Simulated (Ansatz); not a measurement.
**Loss of CH4: C5H10S → C4H6S + CH4**

Species: C5H10S (2-methyltetrahydrothiophene) `CC1CCCS1`, singlet; C4H6S (2,3-dihydrothiophene) `C1=CSCC1`, singlet; CH4 (methane) `C`, singlet. 

Shapes, held fixed at every level: PBE0-D4/def2-TZVP. Flexible molecules stand in one conformer, not always the lowest. Programs: Ansatz 0.2.0. The zero-point and thermal change to 298 K, harmonic and unscaled (PBE0-D4/def2-TZVP), is -14.0 kJ/mol.

Q: Estimate ΔH(298 K) of this reaction.

A: The highest level, CCSD(T)/CBS estimate, gives ΔH(298 K) = +72.9 kJ/mol; the levels span +57.2 to +101.2. The column of differences is taken from that level and isn't an error. No measured value is set beside it here. The CBS estimate extrapolates MP2 from def2-TZVPP and def2-QZVPP and adds CCSD(T) − MP2 in the triple-zeta set, cores frozen.

```json
{"level": "HF/def2-SVP", "kind": "Hartree–Fock", "ΔH(298 K) (kJ/mol)": "+66.8", "less CCSD(T)/CBS estimate": "-6.1"}
{"level": "SPW92/def2-TZVPP", "kind": "LDA", "ΔH(298 K) (kJ/mol)": "+101.2", "less CCSD(T)/CBS estimate": "+28.3"}
{"level": "r2SCAN-D4/def2-TZVPP", "kind": "meta-GGA", "ΔH(298 K) (kJ/mol)": "+69.9", "less CCSD(T)/CBS estimate": "-3.0"}
{"level": "B2PLYP/def2-TZVPP", "kind": "double hybrid", "ΔH(298 K) (kJ/mol)": "+57.2", "less CCSD(T)/CBS estimate": "-15.7"}
{"level": "MP2/def2-SVP", "kind": "perturbation theory", "ΔH(298 K) (kJ/mol)": "+89.6", "less CCSD(T)/CBS estimate": "+16.7"}
{"level": "CCSD/def2-SVP", "kind": "coupled cluster or CI", "ΔH(298 K) (kJ/mol)": "+83.1", "less CCSD(T)/CBS estimate": "+10.2"}
{"level": "CCSD/def2-TZVPP", "kind": "coupled cluster or CI", "ΔH(298 K) (kJ/mol)": "+73.5", "less CCSD(T)/CBS estimate": "+0.6"}
{"level": "CCSD(T)/CBS estimate", "kind": "coupled cluster or CI", "ΔH(298 K) (kJ/mol)": "+72.9", "less CCSD(T)/CBS estimate": "0.0"}
```
